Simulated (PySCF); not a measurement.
**Core-level binding energies of `Fc1c[c+]1F`**

Compound: C3HF2 (charge +1).
Structure used (GFN2-xTB), in Å, numbered top down from 1:
```
atom  x, y, z in Å
F1     1.7828   -0.8605    0.5112
C2     0.6943   -0.3227    0.1991
C3    -0.0524    0.8250   -0.0326
C4    -0.6451   -0.4235   -0.1676
F5    -1.6547   -1.1187   -0.4301
H6    -0.1218    1.9024   -0.0754
```

Level of theory: delta-SCF UKS SCAN, pcX-2 on the ionised atom, pcseg-1 elsewhere, spin-free X2C in PySCF. Each binding energy is the total energy of the core-ionised species, with the hole localised on one atom, minus that of the ground state; both are solved self-consistently, so orbital relaxation is included.

Problem. What binding energy does each computed site have?

Solution. 
```
atom(s)                 environment  level  binding energy (eV)  above the level's lowest (eV)  count
  F1/F5        fluorine bonded to C   F 1s               701.89                           0.00      2
  C2/C4     unsaturated ring carbon   C 1s               303.10                          +2.45      2
     C3  unsaturated ring CH carbon   C 1s               300.65                           0.00      1
```

The listed C 1s values span 2.45 eV, from C3 (bonded to 2 C (aromatic in the SMILES) and H) to C2/C4 (bonded to F and 2 C (aromatic in the SMILES)). Summing the Pauling electronegativity differences to the bonded atoms, each weighted by its formal bond order, gives -0.35 for the lowest site and +1.43 for the highest.

Problem. Which effective nuclear charge Zeff reproduces each element's mean 1s value in the hydrogen-like formula E = 13.606 eV × Zeff²?

Solution. C (Z = 6): mean 302.3 eV, Zeff = 4.71, Z − Zeff = 1.29; F (Z = 9): mean 701.9 eV, Zeff = 7.18, Z − Zeff = 1.82. Means run over the listed sites, weighted by atom count.

Atoms equivalent by their bonding share one computed value, that of the first of them. The species carries charge +1, so core ionisation leaves charge +2. Isolated species at its GFN2-xTB geometry, gas phase.
